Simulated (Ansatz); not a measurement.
Relaxation of BF2H2 (5 atoms, charge 0, multiplicity 2), to a largest force component of 0.03 eV/Å in at most 50 steps.

Computed with UKS PBE-D4/def2-SVP in Ansatz 0.2.0.

```xyz
5
Properties=species:S:1:pos:R:3:forces:R:3
B -0.127 0.001 0.058 0.04 0.00 -0.08
F -0.819 0.015 1.186 0.05 0.00 0.25
H 1.086 -0.001 0.113 0.01 0.00 -0.02
H -0.785 -0.009 -0.971 0.02 0.00 0.01
F 0.644 -0.006 3.005 -0.12 0.00 -0.15
```

Q: Where does it end, and by what steps?

A: It converged. After 5 steps the energy has fallen by 0.022 eV; F5 moved furthest, 0.12 Å.

```
step  energy less start (eV)  largest force component (eV/Å)  accepted
   0                  0.0000                           0.248       yes
   1                 -0.0131                           0.179       yes
   2                 -0.0106                           0.207        no
   3                 -0.0167                           0.427       yes
   4                 -0.0195                           0.213       yes
   5                 -0.0216                           0.003       yes
```

```xyz
5
Properties=species:S:1:pos:R:3
B -0.107 -0.001 0.080
F -0.778 0.003 1.228
H 1.105 -0.008 0.102
H -0.795 0.002 -0.927
F 0.574 0.004 2.907
```

Whether the end is a true minimum wasn't checked by a vibrational analysis.

The run took 14 s on 1 thread of Arm Neoverse V1, with other jobs on the host, peak memory 0.1 GiB.
